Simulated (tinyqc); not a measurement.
Starting guesses with plain Roothaan steps: SCF starting guesses in the sto-3g basis, for H2O, spin multiplicity 3. Computed by the program tinyqc with PySCF. UHF with one setting changed at a time; a run stops when the energy changes by less than 1e-09 hartree and the error matrix is below 1e-5. Starts: the lowest orbitals of the core Hamiltonian, of the Wolfsberg-Helmholz matrix (K = 1.75), projected atomic densities, random orbitals, and the highest orbitals of the core Hamiltonian (a deliberately bad start).

Geometry (angstrom):
```
atom,x,y,z
O,0.0000,0.0000,0.0000
H,0.0000,1.0320,0.7490
H,0.0000,-1.0320,0.7490
```

lowest solution found by these runs and by PySCF with stability checks = -74.723555 hartree

Largest element of the error matrix X^T (FDS - SDF) X:
```
iteration,core,Wolfsberg-Helmholz,atomic densities,random,highest core orbitals
1,2.0e-01,1.5e-01,4.0e-01,4.8e+00,2.4e-01
2,3.3e-02,5.8e-02,2.4e-02,2.3e-01,2.0e-01
3,7.7e-03,2.3e-02,2.3e-02,6.0e-02,8.0e-02
4,4.5e-03,8.9e-03,1.9e-02,4.0e-02,2.4e-02
5,3.0e-03,7.6e-03,1.6e-02,2.8e-02,1.2e-02
6,2.4e-03,6.6e-03,1.3e-02,3.0e-02,7.3e-03
8,1.5e-03,5.0e-03,8.3e-03,3.1e-02,3.5e-03
10,9.2e-04,3.8e-03,5.4e-03,3.1e-02,1.7e-03
14,3.5e-04,2.1e-03,2.1e-03,2.8e-02,3.8e-04
20,7.9e-05,8.1e-04,4.9e-04,2.1e-02,4.0e-05
30,-,1.6e-04,4.2e-05,9.3e-03,-
45,-,1.4e-05,-,2.2e-03,-
60,-,-,-,5.1e-04,-
```

How each run ends:
```
run,iterations,E (hartree),state
core,29,-74.72355,lowest found
Wolfsberg-Helmholz,48,-74.64266,higher
atomic densities,37,-74.72355,lowest found
random,>60,-74.72355,"falls steadily but slowly, by a factor of about 0.91 a step"
highest core orbitals,25,-74.55218,higher
```

What does the comparison show, and why?

2 of 5 runs reach the lowest solution found, in 29 to 37 iterations (fastest: core). Ending on a higher stationary point: Wolfsberg-Helmholz, highest core orbitals; a small error matrix cannot reveal that, and an occupation fixed by the start is kept by symmetry or by the shape of the basin. Not converged: random. The first errors are 2e-01, 1e-01, 4e-01, 5e+00, 2e-01.
